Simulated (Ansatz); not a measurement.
# Tantalum (bcc) across density functionals

All rows: Ansatz, plane waves with scalar-relativistic PAW, 420 eV (500 eV for the SCAN forms), relaxed under each functional, no dispersion correction, no zero-point motion. B₀ comes from uniform scaling at fixed shape; a dash is a value not given.

The measured cell (COD entry 9008552) has a = 3.306 Å, 18.06 Å³/atom.

```csv
functional,V (Å³/atom),cell,B₀ (GPa),magnetic state
PBE,18.32,a = 3.321 Å,194,spin not included
PBEsol,17.71,a = 3.284 Å,206,spin not included
LDA,17.25,a = 3.255 Å,217,spin not included
revPBE,18.55,a = 3.335 Å,189,spin not included
RPBE,18.64,a = 3.341 Å,187,spin not included
BLYP,18.89,a = 3.356 Å,181,spin not included
```

(1) What does r²SCAN give?

(2) Which functional comes closest to the measured volume?

## Answers

(1) V (Å³/atom): 18.08; cell: a = 3.307 Å; B₀ (GPa): 202; magnetic state: spin not included.

(2) r²SCAN, off by 0.1 %. The measured value holds thermal expansion and zero-point motion, which the calculations lack.
